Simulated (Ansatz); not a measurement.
# Ansatz timings: SiNH4O (SMILES [NH][SiH2]O)

SiNH4O: 7 atoms, total charge 0, spin state doublet. SMILES: `[NH][SiH2]O`. The coordinates come from a PBE0-D4/def2-TZVP relaxation. This is one conformer, not always the lowest.

```xyz
7

N    -1.2197   -0.3626    0.6667
Si    0.1166    0.2121   -0.2900
O     1.3985   -0.7951   -0.1469
H    -2.1010    0.1255    0.4963
H    -0.1843    0.2630   -1.7421
H     0.4146    1.5772    0.2362
H     1.6366   -1.0880    0.7342
```

Program: Ansatz 0.2.0. Hardware: 1 thread of AMD EPYC 7R43 (Zen 3), shared host, so times are rough. Ansatz fits the integrals of SCF and DFT runs by default. Its times include its search for lower SCF states.

Task: Estimate their order by wall time, quickest first.
A. gradient at USVWN5/cc-pVDZ
B. gradient at UHF/STO-3G
C. gradient at UHF/3-21G
D. gradient at UB2PLYP/def2-SVPD, 7 core orbitals frozen
E. gradient at UPBE0/pcseg-1

Result: B (1.1 s), C (2.9 s), A (7.2 s), E (19 s), D (62 s).
